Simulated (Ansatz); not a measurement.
Relaxation of BFH5N (8 atoms, charge 0, multiplicity 1), to a largest force component of 0.03 eV/Å in at most 50 steps.

Theory: RKS BLYP-D4/def2-SVP in Ansatz 0.2.0.

```xyz
8
Properties=species:S:1:pos:R:3
B 0.019 -0.157 0.252
N 0.037 -0.273 1.730
H -0.788 -0.549 2.263
H 0.902 -0.293 2.276
H 1.085 -0.070 -0.311
H -1.036 -0.312 -0.317
F -0.309 2.340 0.440
H -0.255 1.914 1.270
```

Q: Where does it end, and by what steps?

A: It converged. After 6 steps the energy has fallen by 0.168 eV; F7 moved furthest, 0.33 Å.

| step | energy less start (eV) | largest force component (eV/Å) | accepted |
| --- | --- | --- | --- |
| 0 | 0.0000 | 2.078 | yes |
| 1 | -0.0993 | 1.083 | yes |
| 2 | -0.1372 | 1.098 | yes |
| 3 | -0.1656 | 0.155 | yes |
| 4 | -0.1677 | 0.039 | yes |
| 5 | -0.1680 | 0.035 | yes |
| 6 | -0.1682 | 0.014 | yes |

```xyz
8
Properties=species:S:1:pos:R:3
B 0.035 -0.265 0.234
N 0.021 -0.174 1.646
H -0.815 -0.365 2.205
H 0.877 -0.142 2.207
H 1.096 -0.170 -0.337
H -1.013 -0.447 -0.340
F -0.326 2.481 0.743
H -0.222 1.680 1.245
```

Whether the end is a true minimum wasn't checked by a vibrational analysis.

Time of the run: 14 s on 1 thread of Arm Neoverse V1, with other jobs on the host, peak memory 0.12 GiB.
